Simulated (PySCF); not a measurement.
# Structure elucidation problem

The spectra below were simulated for a compound C₂H₂FN₃.

¹H NMR (600 MHz, computed): δ 10.79 (br s, 1H), 7.35 (d, J = 8.0 Hz, 1H).

¹³C{¹H} NMR (computed): δ 167.2 (C, d, J = 358.3 Hz), 116.1 (CH, d, J = 6.2 Hz).

Gas phase, no relativistic terms, one conformer. Geometry from GFN2-xTB; shielding tensors at PBE0/pcSseg-1 (GIAO); spin–spin couplings from B3LYP/pcJ-1; PySCF 2.14.0 with density-fitted response routines.

δ = σ(ref) − σ, references computed at the same level: ¹H and ¹³C against TMS.

What is the structure?

Answers


The formula gives 3 degrees of unsaturation (1 ring in the answer). 2 carbon signals for 2 carbons: no two carbons are equivalent. Carbon types of the structure: 1 × C, 1 × CH, leaving 1 H on heteroatoms. δC 167.2: aromatic carbon bearing fluorine; the electronegative substituent deshields the carbon that carries it. δC 116.1: aromatic CH next to a ring nitrogen. δH 10.79: hydrogen on a pyrrole-type ring nitrogen; exchangeable; this is the value without hydrogen bonding to other molecules. δH 7.35: hydrogen on an aromatic CH next to a ring nitrogen; aromatic region.

These data were computed for SMILES Fc1cnn[nH]1.

This is the structure that produced the data.

OH/NH shifts are gas-phase values; hydrogen bonding in solution moves them, usually downfield. Common functionals overestimate the size of one-bond C–F couplings by tens of Hz; these are unscaled. Multiplet labels drop couplings under 1 Hz and merge nearly equal ones. Shifts are as computed. Against solution values, carbons near 30 ppm lie about +3 ppm off and those near 130 ppm about +5 ppm. Of 1211 compounds with measured shifts, 218 miss one by over three times the rms of a fit or turn the order of signals round; such compounds aren't used in these exercises.
